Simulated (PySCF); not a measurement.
All values below come from PBE-D3(BJ)/def2-TZVP // B3LYP-D3(BJ)/def2-TZVP (PySCF). All species are isolated molecules in the gas phase. 

Reference species (SMILES): `[SiH3]` (neutral, multiplicity 2).

```json
{
 "dipole_moment": "0.03 D"
}
```

Changed species: `[SiH2]C#C` (radical fragment; the reference has radical fragment).

Problem. Give the shifts of the dipole moment.

Solution. the dipole moment increases by 0.42 D, to 0.45 D.
